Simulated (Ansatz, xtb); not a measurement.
Barrier height from H + FH to the transition structure FH2, without zero-point energy, on the benchmark's geometries as Psi4's copy of the set gives them.
Transition structure (charge 0, multiplicity 2):
```
atom   x (Å)   y (Å)    z (Å)
----  ------  ------  -------
H     0.0000  0.0000   1.1372
F     0.0000  0.0000   0.0000
H     0.0000  0.0000  -1.1372
```
Reactant (charge 0, multiplicity 1):
```
atom   x (Å)   y (Å)   z (Å)
----  ------  ------  ------
F     0.0000  0.0000  0.0000
H     0.9154  0.0000  0.0000
```

Open shells are unrestricted; no spin–orbit coupling.

Frozen-core correlation.

Programs: Ansatz (Gaussian orbitals); xtb for the GFN methods.  The GFN methods have no spin term and hold the electronic entropy of 300 K.

Problem. One of these levels gives 1.458 eV for the barrier height. Name it.
A. GFN1-xTB
B. MP2/aug-cc-pVQZ
C. CAM-B3LYP/def2-TZVPPD
D. GFN2-xTB

Solution. C, CAM-B3LYP/def2-TZVPPD. The others give 1.723 (GFN1-xTB), 3.688 (GFN2-xTB), 1.996 (MP2/aug-cc-pVQZ)

Ansatz is a first-principles code.
